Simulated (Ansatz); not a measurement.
## Al3Cl: from a trial structure to a relaxed crystal

Theory: Ansatz, DFT PBE, scalar-relativistic, plane waves, PAW.

The start puts Al3Cl on the TiAl3 (D0_22) structure type (I4/mmm, No. 139), with Cl in place of Ti, at a guessed volume.

Input of the last, converged step (default PAW datasets):

```yaml
crystal:
  lattice:
    - [-2.2270910248, 2.2270910248, 3.8745894998]
    - [2.2270910248, -2.2270910248, 3.8745894998]
    - [2.2270910248, 2.2270910248, -3.8745894998]
  atoms:
    - { symbol: Al, position: [0.5, 0.5, 0.0] }
    - { symbol: Al, position: [0.25, 0.75, 0.5] }
    - { symbol: Al, position: [0.75, 0.25, 0.5] }
    - { symbol: Cl, position: [0.0, 0.0, 0.0] }
basis:
  ecutwfc: 420
kpoints:
  mp_grid: { grid: [14, 14, 14] }
hamiltonian:
  xc: pbe
scf:
  occupations: { method: gaussian, width: 0.1 }
output:
  forces: true
  stress: true
  eigenvalues: true
relax:
  adjacent_minimum: "off"
  f_tol: 0.01
  max_steps: 80
  cell: { stress_tol: 0.05 }
```

Launched as:

```bash
ansatz run input.yaml --threads 1 --pin off --max-ram 2560MiB --backend cpu --events-out ev --progress --plain --runs-dir out
```

It took 26 s on 1 thread of Intel(R) Xeon(R) 6975P-C (Granite Rapids) (shared host), peak memory 0.57 GiB.

End of the output:

```
SCF converged after 4 iterations
Free energy (F): -2691.350547 eV
Harris-Foulkes:  -2691.350547 eV  (|F-HF|=1.64e-11)
Internal energy: -2691.343837 eV  (E = F + TS)
E sigma→0 (E₀):  -2691.347192 eV
Entropy (-TS):   -0.006710 eV (-1.678 meV/atom)
Fermi energy:    6.615616 eV
--- Per-component energies (eV) ---
  E_band       = 15.868825
  E_kinetic    = 223.002704
  E_local      = -239.145253  (includes V_loc(G=0)·N_el)
  E_nonlocal   = 60.949975
  E_hartree    = 91.477058
  E_xc         = -223.352272
  E_vxc        = -204.992593  (∫ρ·V_xc dr)
  E_paw        = -2060.245886  (= ΣΔE_a)
  E_vpaw       = -6.900218  (= ΣTr[D̂ρ^β])
  E_aug_tail   = 0.000086  (compensation charges beyond the density's cutoff)
  E_ewald      = -544.030249
  E_smearing   = -0.006710  (= −TS)
  E_closure    = 0.000000  (closes the sum)
  Σ components = -2691.350547   (vs F -2691.350547, Δ=0.00e0)
--- Forces (eV/Å), atoms counted from 1 ---
  atom   1  Al     0.00000000     0.00000000     0.00000000
  atom   2  Al     0.00000000     0.00000000     0.00000000
  atom   3  Al     0.00000000     0.00000000     0.00000000
  atom   4  Cl     0.00000000     0.00000000     0.00000000
  max |Σ_I F_I| component: 1.04e-17 eV/Å
--- Stress (GPa, compression-positive) ---
        0.037547       0.000000       0.000000
        0.000000       0.037547       0.000000
        0.000000       0.000000       0.029736
  P = ⅓ Tr σ = 0.0349 GPa (0.349 kbar)
--- Relaxed structure (3 steps of the walk, 3 accepted, 1 SCFs on fresh bases) ---
  F+E_penalty+E_count = -2691.35054749 eV   max|allowed force component| = 7.806e-18 eV/Å   (the final SCF, on the basis selected at the relaxed cell)
  cell:  # Å, volume = 76.8236 Å³
    - [-2.241925, 2.241925, 3.821137]
    - [2.241925, -2.241925, 3.821137]
    - [2.241925, 2.241925, -3.821137]
  atoms:
    - { symbol: Al, position: [0.500000, 0.500000, 0.000000] }
    - { symbol: Al, position: [0.250000, 0.75, 0.5] }
    - { symbol: Al, position: [0.75, 0.250000, 0.5] }
    - { symbol: Cl, position: [0.000000, 0.000000, 0.000000] }
```

Total energies depend on the potentials used, so only differences within one code and one set of settings carry meaning.

The result has space group I4/mmm (No. 139). Al on Wyckoff site b (1 atom of the primitive cell) has 8 Al at 2.95 Å and 4 Cl at 3.17 Å; Al on Wyckoff site d (2 atoms of the primitive cell) has 4 Al at 2.95 Å, 4 Cl at 2.95 Å and 4 Al at 3.17 Å; Cl is coordinated by 8 Al at 2.95 Å and 4 Al at 3.17 Å.

Against the elements it lies at 0.15 eV/atom. Formation energies are uncorrected and refer to the elements' standard structures at the same level (Cl₂ as a molecule).

For metals, differences of a few meV/atom aren't resolved.

A structure relaxed within its symmetry needn't be a true minimum.